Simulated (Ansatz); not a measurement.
Crystal: Sn₂O₅, cubic X2O5 type, 14 atoms in the cell.

Space group Pn-3m, simple cubic cell, positions in fractions of the edge: Sn (0 0 0), (0.5 0.5 0), (0.5 0 0.5), (0 0.5 0.5); O (0.5 0 0), (0 0.5 0), (0 0 0.5), (0.5 0.5 0.5), (0.75 0.75 0.25), (0.75 0.25 0.75), (0.25 0.75 0.75), (0.75 0.25 0.25), (0.25 0.75 0.25), (0.25 0.25 0.75).

Theory: PBE, plane waves, PAW datasets (generated hard set) (Ansatz).

Cutoff 700 eV; k-mesh 10×10×10 Γ-centred; Fermi–Dirac smearing of 0.0612 eV; no spin polarisation; no spin–orbit coupling.

(1) What equilibrium volume, lattice constant and bulk modulus does this give?

## Answers

(1) V₀ = 10.967 Å³/atom (a₀ = 5.355 Å), B₀ = 143 GPa, B₀′ = 5.05. The points behind the fit:

```csv
V (Å³/atom),a (Å),E − E(min) (meV/atom),P (GPa)
10.310,5.2456,19.88,10.32
10.530,5.2826,8.45,6.45
10.749,5.3190,2.01,3.02
10.968,5.3550,0.00,-0.02
11.188,5.3904,1.91,-2.72
11.407,5.4254,7.29,-5.10
11.626,5.4600,15.75,-7.21
```

The published all-electron PBE values for this crystal (mean of FLEUR and WIEN2k, k-spacing 0.06 Å⁻¹; Bosoni et al., Nat. Rev. Phys. 6, 45 (2024)) are V₀ = 10.969 Å³/atom, B₀ = 143.2 GPa, B₀′ = 5.06. This run's mesh is coarser (spacing 0.12 Å⁻¹), so part of any difference comes from k-sampling.

The stress includes the program's correction for the finite plane-wave basis.

This cubic structure is a model: it isn't the usual form of the substance at ambient conditions, and such phases are metastable or hypothetical. The k-mesh is modest, so these values aren't fully converged in k. Spin polarisation is left out, and a magnetic state may lie lower.
